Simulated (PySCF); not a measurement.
Fill in the blanks.

Compound: the chloronium Ion, H2Cl (charge +1).
InChI=1S/ClH2/h1H2/q+1

```csv
property,level,value
point group of the GFN2-xTB geometry,GFN2-xTB,?
"rotational constants A, B, C of the GFN2-xTB geometry",GFN2-xTB,?
HOMO energy,wB97X-D/def2-SVPD,?
LUMO energy,wB97X-D/def2-SVPD,?
lowest singlet excitation,TDDFT wB97X-D/def2-SVPD,?
strongest line among the 8 lowest singlet transitions,TDDFT wB97X-D/def2-SVPD,"S7 at 14.47 eV (86 nm, f = 0.186)"
lowest triplet excitation (Tamm–Dancoff),TDA wB97X-D/def2-SVPD,?
static isotropic polarisability,wB97X-D/def2-SVPD,12.8 au
electronic spatial extent ⟨r²⟩ about the centre of nuclear charge,wB97X-D/def2-SVPD,?
```

Gas-phase values; electronic properties from PySCF, density fitting. Isolated species at its GFN2-xTB geometry, gas phase.

Q: Give the electronic spatial extent ⟨r²⟩ about the centre of nuclear charge.

A: 33 bohr².

Q: What is the lowest triplet excitation (Tamm–Dancoff)?

A: 8.44 eV.

Q: Give the rotational constants A, B, C of the GFN2-xTB geometry.

A: 374.670, 259.298, 153.243 GHz.

Q: The lowest singlet excitation?

A: 8.96 eV (138 nm, f = 0.000).

Q: Give the point group of the GFN2-xTB geometry.

A: C2v.

Q: The LUMO energy?

A: -5.80 eV.

Q: Give the HOMO energy.

A: -20.91 eV.

With B = h/(8π²I), that is 505.379 GHz u Å² over I, the principal moments of inertia are 1.35, 1.95 and 3.30 u Å² (most abundant isotopes); the inertial defect Ic − Ia − Ib is 0.0 u Å² (zero for a rigid planar frame, negative otherwise). The rotational constants make it an asymmetric top with κ = (2B − A − C)/(A − C) = -0.04, midway between the prolate (−1) and oblate (+1) limits. No computed singlet falls in the visible range (750 to 380 nm, 1.65 to 3.26 eV); S1 lies 5.70 eV above its blue end.
